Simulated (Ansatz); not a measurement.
# CHAlO (quintet): wave-function methods side by side, def2-TZVPP

The task here is to estimate one member of a computed series from the others.

The runs use Ansatz 0.2.0, Gaussian basis; def2-TZVPP, core rule «outside noble gas», up to 7 orbitals frozen.

To be run: UHF; ROHF; CCSD(T) on UHF.

2 further runs of the same task are left out: 2 set aside as unsound or not needed.

## The system

The geometry is a PBE0/def2-TZVP stationary point (not a proven minimum) of the parent state, kept for this charge and spin.

4 atoms, charge 0, spin multiplicity 5.

Atoms are counted from 1 here; the program's logs count them from 0.

Bond lengths: C1–Al2 1.941 Å, Al2–O3 1.648 Å, O3–H4 0.948 Å. Angles: C1–Al2–O3 180.0°, Al2–O3–H4 180.0°.

Geometry (Å):

```
C     0.0000    0.0000   -2.5169
Al    0.0000    0.0000   -0.5756
O     0.0000    0.0000    1.0721
H     0.0000    0.0000    2.0203
```

Set-up of the first run:

Contents of in.yaml:

```yaml
crystal:
  periodic: [false, false, false]
  atoms:
    - {symbol: C, position_ang: [0.000000, 0.000000, -2.516875]}
    - {symbol: Al, position_ang: [0.000000, 0.000000, -0.575575]}
    - {symbol: O, position_ang: [0.000000, 0.000000, 1.072125]}
    - {symbol: H, position_ang: [0.000000, 0.000000, 2.020325]}
basis:
  gaussian: {orbitals: def2-TZVPP}
magnetization: {spin_polarized: true, initial_magnetization: 4}
hamiltonian: {xc: hf}
output: {orbitals: {seedname: orbitals}}
```

On the command line:

```sh
$ ansatz run in.yaml --threads 1 --pin off --events-out ev --progress --plain --max-ram 2560MiB --backend cpu
```

Steps of the session up to this table: UHF; ROHF; CCSD(T) on UHF.

One of the session's tables, all rows but one given; the rest of the session is left out.

It belongs to the step «Misses and costs». 

| method | from UCCSD(T) (kcal/mol) |
| --- | --- |
| ROHF | +258.62 |
| UHF | ? |
| UMP2 | +21.94 |
| UCCSD | +9.62 |
| UCCSD(T) | 0 |

Estimate the missing values for UHF.

As computed: from UCCSD(T) (kcal/mol): +256.80. In the column «from UCCSD(T) (kcal/mol)» it lies between UMP2 (+21.94) and ROHF (+258.62).
